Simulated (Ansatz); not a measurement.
Input file:

```yaml
crystal:
  periodic: [false, false, false]
  atoms:
    - {symbol: Pd, position_ang: [0.000000, 0.000000, 0.000000]}
    - {symbol: O, position_ang: [0.000000, 0.000000, 1.830000]}
basis:
  gaussian: {orbitals: def2-TZVPP}
total_charge: 1
magnetization: {spin_polarized: true, initial_magnetization: 3}
correlation: {method: ccsdt_q, electrons: outside_noble_gas}
```

```sh
$ ansatz run in.yaml --threads 2 --pin off --events-out ev --progress --plain --max-ram 24576MiB --backend cuda --devices 0, --max-vram 18GiB
```

Output:

```
1068 factors; integrals over basis functions are off by at most 1.5e-7 eV
mean field evaluation 1: about -5480.0636 eV, gradient 3.8e1 eV
mean field evaluation 2: about -5480.0683 eV, gradient 3.8e1 eV
mean field evaluation 4: about -5484.2984 eV, gradient 1.0e1 eV
mean field evaluation 8: about -5485.9862 eV, gradient 1.6e0 eV
mean field evaluation 16: about -5482.1246 eV, gradient 2.2e1 eV
mean field evaluation 32: about -5482.5915 eV, gradient 9.0e0 eV
mean field evaluation 64: about -5484.9186 eV, gradient 2.7e-3 eV
mean field evaluation 96: about -5485.0265 eV, gradient 3.2e0 eV
mean field evaluation 128: about -5485.8008 eV, gradient 1.6e0 eV
mean field evaluation 160: about -5485.0495 eV, gradient 2.4e-6 eV
...
cycle  13  -13.78337103 eV  change   -1.3e-3 eV  update   4.8e-4
cycle  14  -13.78281184 eV  change    5.6e-4 eV  update   2.6e-4
cycle  15  -13.78319059 eV  change   -3.8e-4 eV  update   1.5e-4
cycle  16  -13.78305852 eV  change    1.3e-4 eV  update   8.7e-5
cycle  17  -13.78301716 eV  change    4.1e-5 eV  update   4.3e-5
cycle  18  -13.78303105 eV  change   -1.4e-5 eV  update   2.0e-5
cycle  19  -13.78303508 eV  change   -4.0e-6 eV  update   1.1e-5
cycle  20  -13.78305645 eV  change   -2.1e-5 eV  update   6.2e-6
cycle  21  -13.78305479 eV  change    1.7e-6 eV  update   3.1e-6
cycle  22  -13.78305546 eV  change   -6.7e-7 eV  update   1.8e-6
perturbative correction -0.09386613 eV, -0.0034495166 hartree
Total energy: -5499.88608362 eV, -202.1170856162 hartree
```

Ran on 2 threads of AMD EPYC 7R13 with a shared H100 80 GB, shared host: 1.8 min wall, 1.9 GiB peak host memory.
